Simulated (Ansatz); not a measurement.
# CH2AlN (SMILES N#[C][AlH2]): RPA@PBE0/aug-cc-pVDZ

Aim: the energy change on altering one bond length of CH2AlN at RPA@PBE0/aug-cc-pVDZ, from 2 runs. 

The results are computed with Ansatz 0.2.0.

69 further runs of the same task are left out: 69 set aside as unsound or not needed.

## (1) Starting point

CH2AlN has 5 atoms, charge 0, and is taken as a singlet. SMILES: `N#[C][AlH2]`. Geometry: relaxed at PBE0-D4/def2-TZVP.

Bond lengths: N1–C2 1.154 Å, C2–Al3 1.938 Å, Al3–H4 1.573 Å, Al3–H5 1.572 Å. Angles: N1–C2–Al3 180.0°, C2–Al3–H4 117.0°, C2–Al3–H5 117.0°, H4–Al3–H5 126.1°.

## (2) The energy at RPA@PBE0/aug-cc-pVDZ

File job.yaml:

```yaml
crystal:
  periodic: [false, false, false]
  atoms:
    - {symbol: N, position_ang: [1.382300, -1.346000, 1.394200]}
    - {symbol: C, position_ang: [0.714200, -0.698000, 0.711800]}
    - {symbol: Al, position_ang: [-0.407200, 0.390000, -0.434600]}
    - {symbol: H, position_ang: [-1.629700, -0.322900, -1.120200]}
    - {symbol: H, position_ang: [-0.009700, 1.903200, -0.592600]}
basis:
  gaussian: {orbitals: aug-cc-pVDZ}
total_charge: 0
hamiltonian: {xc: pbe0}
correlation: {method: rpa, frozen_orbitals: {Al: 5, C: 1, H: 0, "N": 1}}
accuracy: high
```

Command:

```
ansatz run job.yaml --threads 1 --pin off --max-ram 3480MiB --events-out events.jsonl --progress --plain --runs-dir runs
```

The program printed:

```text
Warning: RAYON_NUM_THREADS=1 ignored (pool sized by the plan → 1); use --threads N
Functional definition: PBE0
  name "PBE0"
  parameter a = 0.25
  parameter kappa = 0.804
  parameter beta = 0.06672455060314922
  exchange = (1 - a)*pbe_x(kappa = kappa, mu = beta*pi^2/3) + a*exact_x
  correlation = pbe_c(beta = beta)
1733 factors; integrals over basis functions are off by at most 3.3e-9 eV
mean field evaluation 1: about -9145.7738 eV, gradient 3.9e1 eV
mean field evaluation 2: about -9145.7681 eV, gradient 3.9e1 eV
mean field evaluation 4: about -9148.8043 eV, gradient 1.9e1 eV
mean field evaluation 8: about -9149.5952 eV, gradient 6.6e-2 eV
mean field evaluation 16: about -9149.5952 eV, gradient 2.2e-7 eV
mean field -9149.59519447 eV, -336.2414215783 hartree, gradient 5.5e-8 eV, S^2 0.000000; 0 other end points of the search recorded, 0 dependent functions left out
7 core orbitals not correlated: weight in the atoms' cores, before any rotation towards them, 1.000 or more for the frozen orbitals, at most 0.000 for the correlated occupied ones
reference -9126.47807205 eV, -335.3918829990 hartree; 7, 7 occupied and 77, 77 virtual orbitals, 1733 factors
Total energy: -9140.53728740 eV, -335.9085496334 hartree
```

It took 7.2 s on 1 thread of Arm Neoverse V2, shared host; peak memory 0.27 GiB.

## (3) The distorted shape, same level

File in.yaml:

```yaml
crystal:
  periodic: [false, false, false]
  atoms:
    - {symbol: "N", position_ang: [2.727972, -2.651593, 2.769872]}
    - {symbol: C, position_ang: [2.059872, -2.003593, 2.087472]}
    - {symbol: Al, position_ang: [-0.407200, 0.390000, -0.434600]}
    - {symbol: H, position_ang: [-1.629700, -0.322900, -1.120200]}
    - {symbol: H, position_ang: [-0.009700, 1.903200, -0.592600]}
basis:
  gaussian:
    orbitals: aug-cc-pVDZ
hamiltonian:
  xc: pbe0
magnetization:
  spin_polarized: false
  initial_magnetization: 0
accuracy: high
correlation:
  method: rpa
  frozen_orbitals: {Al: 5, C: 1, H: 0, "N": 1}
```

Command:

```
ansatz run in.yaml --threads 1 --pin off --max-ram 3480MiB --events-out events.jsonl --progress --plain --runs-dir runs
```

The program printed, cut to the lines that bear on the results:

```text
Warning: RAYON_NUM_THREADS=1 ignored (pool sized by the plan → 1); use --threads N
Functional definition: PBE0
  name "PBE0"
[...]
1722 factors; integrals over basis functions are off by at most 3.5e-9 eV
[...]
mean field -9144.88703597 eV, -336.0683999447 hartree, gradient 8.3e-8 eV, S^2 0.000000; 0 other end points of the search recorded, 0 dependent functions left out; unrestricted orbitals would lower it
unrestricted determinant -9122.52837835 eV, -335.2467344324 hartree, S^2 1.2595
7 core orbitals not correlated: weight in the atoms' cores, before any rotation towards them, 1.000 or more for the frozen orbitals, at most 0.000 for the correlated occupied ones
reference -9120.94752237 eV, -335.1886390467 hartree; 7, 7 occupied and 77, 77 virtual orbitals, 1722 factors
Total energy: -9136.03215405 eV, -335.7429890364 hartree
```

Wall time 8.4 s (1 thread of Arm Neoverse V2, shared host); peak memory 0.29 GiB.

## (4) Results

At RPA@PBE0/aug-cc-pVDZ, 7 core orbitals frozen:

| quantity | value |
| --- | --- |
| first shape: total energy | -335.90855 Eh |
| first shape: RPA correlation energy (valence) | -516.7 mEh |
| distorted shape: total energy | -335.74299 Eh |
| distorted shape: RPA correlation energy (valence) | -554.3 mEh |
| energy change with the C2–Al3 bond stretched from 1.938 to 4.263 Å | 4.505 eV |

In words: With the C2–Al3 bond stretched from 1.938 to 4.263 Å the energy rises by 4.51 eV (435 kJ/mol). The first shape isn't relaxed at this level, so the change isn't measured from a minimum. The restricted solution (distorted shape) is unstable to spin breaking: an unrestricted one lies lower.
